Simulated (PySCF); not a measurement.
The vertical singlet excitations below were computed for one of the candidates. Computed with TDDFT CAM-B3LYP/def2-SVPD, vertical, gas phase, core orbitals frozen in the response in PySCF 2.14.0, density-fitted response routines. Geometries: PBE0-D3(BJ)/def2-SVP, one conformer each.

```tsv
state	ν̃ (cm⁻¹)	f	main configurations (H = HOMO, L = LUMO)
S1	53760	0.296	H→L (97%)
S2	54170	0.0089	H→L+1 (77%), H→L+2 (20%)
S3	60140	0.0076	H→L+2 (66%), H→L+1 (16%), H→L+5 (12%)
S4	62130	0.0000	H-1→L (38%), H→L+3 (36%), H→L+4 (12%)
S5	62270	0.0008	H-1→L (52%), H→L+3 (31%)
S6	66610	0.037	H→L+4 (67%), H→L+3 (24%)
S7	68630	0.0031	H→L+5 (76%), H→L+2 (8%)
S8	69000	0.043	H→L+6 (66%), H→L+9 (17%)
S9	69630	0.035	H→L+7 (86%)
S10	70880	0.054	H-2→L (82%), H-5→L (10%)
```

Question: Which structure fits? All have the formula C6H10.
A. `C1CCC(C1)=C`
B. `C(=C\C)/C=C\C`
C. `C=CC1CCC1`

Answer: A. Its S1 lies at 6.67 eV; the nearest of the others has S1 at 7.20 eV. S1 is HOMO→LUMO (97%). Löwdin shares by element: HOMO carbon 82% or more (atoms not listed hold the other 18%); LUMO carbon 48% or more, hydrogen 14% or more (atoms not listed hold the other 38%). At the same level the other candidates give, for their lowest levels:
- `C/C=C\C=C\C`: 5.63 eV (f 0.860); 6.20 eV (f 0.000); 6.40 eV (f 0.004); 6.71 eV (f 0.001); 7.19 eV (f 0.029); T1 3.09 eV; HOMO -7.38, LUMO 0.59 eV
- `C=CC1CCC1`: 7.20 eV (f 0.532); 7.26 eV (f 0.060); 7.50 eV (f 0.000); 7.81 eV (f 0.000); 7.87 eV (f 0.006); T1 4.31 eV; HOMO -8.59, LUMO 1.30 eV
Triplets come from the Tamm–Dancoff approximation.
